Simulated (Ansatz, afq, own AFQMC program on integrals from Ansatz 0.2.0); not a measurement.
## Pt, triplet in def2-SVP, levels against CCSDTQ

A free Pt atom.

Basis def2-SVP with its core potentials. Only valence electrons are correlated. Ansatz 0.2.0 and our own AFQMC program on the same integrals; the CISD trial comes from CCSD amplitudes, and released means the phaseless constraint is let go. ± is one standard error of the sampling. No spin–orbit coupling. The metal's outer-core s and p shells are frozen, which shifts wave-function levels against functionals.

Determinant: UHF, the one that the program's search chose, which needn't be the lowest solution.

No full CI on the walks' own integrals is used here; CCSDTQ serves as the reference and is uncertain by about the last step of the cluster series.

Cautions: no spin-orbit coupling; outer-core shells of the metal frozen; the released energies are still falling, so no released level is given (meV from the phaseless value at times in 1/Eh: -3.6 ± 1.8 at 0.24, -5.0 ± 1.7 at 0.50, -5.3 ± 1.7 at 1.00, -10.8 ± 1.6 at 1.50), though the last usable value meets CCSDTQ within the noise; the ph-AFQMC/CISD walk drifts between its halves (2.6 errors).

The T1 diagnostic is 0.0133, the weight of the determinant in the CISD state is 0.934 and the ⟨S²⟩ of the determinant is 2.003. The size of the correlated space is 10 electrons in 28 orbitals.

```csv
level,correlation energy (eV)
MP2,-5.4726
CCSD,-5.3676
CCSD(T),-5.4663
```

Q: Estimate where phaseless AFQMC with the Hartree–Fock trial lies against CCSD(T) on the same integrals.

A: 4.9 ± 1.2 kJ/mol above CCSD(T).

Reference: CCSDTQ, correlation energy -5.474 eV.

```csv
level,E − E(reference) (kJ/mol),share of correlation (%)
CCSD(T),0.7,99.87
CCSDT,0.5,99.90
CCSDT(Q),0.1,99.98
ph-AFQMC/HF,5.6 ± 1.2,98.94
ph-AFQMC/CISD,1.0 ± 0.2,99.80
```

CCSDT and higher add their correlation energy to the determinant of the CCSD(T) run, since their own runs factorise the integrals more tightly (a shift of under 2 meV). A walk keeps the symmetry of its determinant, which the program's search chose and which needn't be the lowest solution, so a lower state of the same spin and another symmetry isn't excluded.
